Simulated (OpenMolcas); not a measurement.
# An input for AlH2F (SMILES [F][AlH2])

AlH2F has 4 atoms, charge 0, and is taken as a singlet. SMILES: `[F][AlH2]`. Geometry: a GFN2-xTB relaxation, a rough one for these elements and not checked as a minimum.

```xyz
4

F    -0.3464   -0.0150    1.5652
Al    0.0083    0.0003   -0.0373
H    -0.3870   -1.1977   -0.8985
H     0.7251    1.2124   -0.6294
```

Settings wanted:

```
method                 : HF
reference              : RHF
integral approximation : none
basis set              : STO-3G
task                   : energy
nucleus                : point
```

Q: Write the OpenMolcas 26.06 input and the command.

A: One that was run (others would do as well):

step1.inp:
```
&GATEWAY
BasLib=$CurrDir
Coord
4
angstrom
F       -0.346380      -0.014980       1.565240
Al       0.008310       0.000330      -0.037310
H       -0.387000      -1.197700      -0.898540
H        0.725070       1.212360      -0.629380
Basis=STO-3G
Group=NoSym
&SEWARD
&SCF
PrOrbitals=1 1
```

```bash
$ export MOLCAS_MEM=1860
$ pymolcas step1.inp > step1.log
```

(Basis files named in the input come from the Basis Set Exchange and aren't shown.)

Calculated total energy: -338.23433 Eh.
